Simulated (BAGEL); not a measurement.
# BH2 (boron dihydride): UHF/STO-3G (density fitting with qzvpp-jkfit)

What is the vertical ionisation energy of BH2 (boron dihydride) at UHF/STO-3G (density fitting with qzvpp-jkfit)? 

The calculation is run with BAGEL 1.2.2.

12 further runs of the same task are left out: 12 set aside as unsound or not needed.

### Step 1. The structure to begin with

BH2 has 3 atoms, charge 0, and is taken as a doublet. SMILES: `[BH2]`. Geometry: relaxed at GFN2-xTB.

Bond lengths: B1–H2 1.159 Å, B1–H3 1.159 Å. Angles: H2–B1–H3 128.4°.

### Step 2. The energy at UHF/STO-3G (density fitting with qzvpp-jkfit)

Contents of hf.json:

```json
{ "bagel": [

{
  "title": "molecule",
  "basis": "sto-3g",
  "df_basis": "qzvpp-jkfit",
  "angstrom": true,
  "geometry": [
    { "atom": "B", "xyz": [       0.262840,      -0.166230,       0.128640 ] },
    { "atom": "H", "xyz": [       0.280020,       0.985320,       0.260980 ] },
    { "atom": "H", "xyz": [      -0.542860,      -0.819090,      -0.389630 ] }
  ]
},

{ "title": "uhf", "nopen": 1 },

{ "title": "print", "file": "orbitals.molden", "orbitals": true }

]}
```

Run with:

```bash
$ BAGEL_NUM_THREADS=1 BAGEL hf.json > hf.out
```

The log of the run:

```text
* using 1 threads per process

  ===============================================================
  ===============================================================

  *** Geometry ***

  { "atom" : "B", "xyz" : [      0.496696,     -0.314129,      0.243094 ] },
  { "atom" : "H", "xyz" : [      0.529161,      1.861985,      0.493181 ] },
  { "atom" : "H", "xyz" : [     -1.025857,     -1.547856,     -0.736294 ] },

  Number of auxiliary basis functions:      111

  Since a DF basis is specified, we compute 2- and 3-index integrals:
    o Being stored without compression. Storage requirement is 0.000 GB

  Number of basis functions:        7
  Number of electrons      :        7

    * METHOD: MOLECULE                             0.01

  *** Open-shell HF ***

  === Nuclear Repulsion ===
     4.8182438468

      * DIIS with orbital gradients will be used.

  === UHF iteration (sto-3g) ===
      0        -25.38171949          0.05244026           0.00
      1        -25.40525062          0.02060140           0.00
      2        -25.40898960          0.00858158           0.00
      3        -25.40992576          0.00055896           0.00
      4        -25.40997996          0.00011971           0.00
      5        -25.40998921          0.00004300           0.00
      6        -25.40999210          0.00002096           0.00
      7        -25.40999216          0.00000820           0.00
      8        -25.40999228          0.00000080           0.00
      9        -25.40999228          0.00000007           0.00
     10        -25.40999228          0.00000001           0.00
    * SCF iteration converged.

    * S^2 (UHF) is 0.7517

    * Permanent dipole moment:
           (   -0.043371,     0.027424,    -0.021228) a.u.

    * METHOD: UHF                                  0.03

    * METHOD: PRINT                                0.00

  ===============================================================
```

It took 0.26 s on 1 thread of Intel Xeon Platinum 8488C (Sapphire Rapids), shared host.

### Step 3. The singlet cation at the same level

Contents of input.json:

```json
{ "bagel": [

{
  "title": "molecule",
  "basis": "sto-3g",
  "df_basis": "qzvpp-jkfit",
  "angstrom": true,
  "geometry": [
    { "atom": "B", "xyz": [    0.262840,   -0.166230,    0.128640 ] },
    { "atom": "H", "xyz": [    0.280020,    0.985320,    0.260980 ] },
    { "atom": "H", "xyz": [   -0.542860,   -0.819090,   -0.389630 ] }
  ]
},
{
  "title": "hf",
  "charge": 1
},
{
  "title": "print",
  "file": "orbitals.molden",
  "orbitals": true
}

]}
```

Run with:

```bash
$ BAGEL_NUM_THREADS=1 BAGEL input.json > input.out
```

The log of the run:

```text
* using 1 threads per process

  ===============================================================
  ===============================================================

  *** Geometry ***

  { "atom" : "B", "xyz" : [      0.496696,     -0.314129,      0.243094 ] },
  { "atom" : "H", "xyz" : [      0.529161,      1.861985,      0.493181 ] },
  { "atom" : "H", "xyz" : [     -1.025857,     -1.547856,     -0.736294 ] },

  Number of auxiliary basis functions:      111

  Since a DF basis is specified, we compute 2- and 3-index integrals:
    o Being stored without compression. Storage requirement is 0.000 GB

  Number of basis functions:        7
  Number of electrons      :        7

    * METHOD: MOLECULE                             0.01

  *** RHF ***

  === Nuclear Repulsion ===
     4.8182438468

      * DIIS with orbital gradients will be used.

  === RHF iteration (sto-3g) ===
      0        -25.09947302          0.03991172           0.00
      1        -25.13498626          0.00954250           0.00
      2        -25.13685399          0.00265971           0.00
      3        -25.13698888          0.00014760           0.00
      4        -25.13698924          0.00000934           0.00
      5        -25.13698924          0.00000034           0.00
      6        -25.13698924          0.00000001           0.00
    * SCF iteration converged.

    * Permanent dipole moment:
           (   -0.381982,     0.241618,    -0.186952) a.u.

    * METHOD: HF                                   0.02

    * METHOD: PRINT                                0.00

  ===============================================================
```

Run time: 0.24 s. Hardware: 1 thread of Intel Xeon Platinum 8488C (Sapphire Rapids), shared host.

### Step 4. Results

Level: UHF/STO-3G (density fitting with qzvpp-jkfit).

```
                                          quantity         value
                         doublet BH2: total energy  -25.40999 Eh
                        doublet BH2: dipole moment        0.14 D
                                 doublet BH2: ⟨S²⟩         0.752
                      singlet cation: total energy  -25.13699 Eh
                       singlet cation: HOMO energy     -23.89 eV
                       singlet cation: LUMO energy      -6.67 eV
                     singlet cation: HOMO–LUMO gap      17.23 eV
vertical ionisation energy (to the singlet cation)      7.429 eV
```

What this shows: The vertical ionisation energy comes to 7.43 eV (171 kcal/mol). Only the singlet of the ionised species was computed; a triplet could lie lower. In a minimal basis such a difference can be off by several eV, whatever the method.
